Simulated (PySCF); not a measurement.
# Stretching SiC

Set-up: PySCF, no relativity, basis sets Si aug-cc-pV(D+d)Z, C aug-cc-pVDZ. Energies in eV from Si + C in their ground configurations at the same level. State: ³Π (triplet), unpaired electrons σ ↑, π ↑.

```tsv
R (Å)	r²SCAN
1.483	-3.076
1.552	-3.805
1.621	-4.214
1.672	-4.363
1.724	-4.409
1.776	-4.378
1.845	-4.248
1.931	-3.996
2.034	-3.630
2.172	-3.117
```

**Question.** Put a parabola through the three lowest points of the r²SCAN curve and estimate Re, k and ωe (reduced mass 8.398 u; 1 eV/Å² = 0.16022 mdyn/Å; ωe = 1302.8·√(k/μ) cm⁻¹).

**Answer.** Through R = 1.672, 1.724, 1.776 Å the second-order coefficient is 14.2 eV/Å², so Re ≈ 1.729 Å, k ≈ 4.56 mdyn/Å and ωe ≈ 960 cm⁻¹. A polynomial fit of higher order to the unrounded r²SCAN energies gives Re = 1.727 Å, k = 4.61 mdyn/Å, ωe = 965 cm⁻¹; anharmonicity and rounding make the difference.

The higher-order fit for each curve: r²SCAN: Re = 1.727 Å, ωe = 965 cm⁻¹, De = 4.41 eV.

⟨S²⟩ of the unrestricted solution departs from its pure value on part of the curve, where spin states mix. The state was picked by a PBE0 search and need not be the measured ground state.
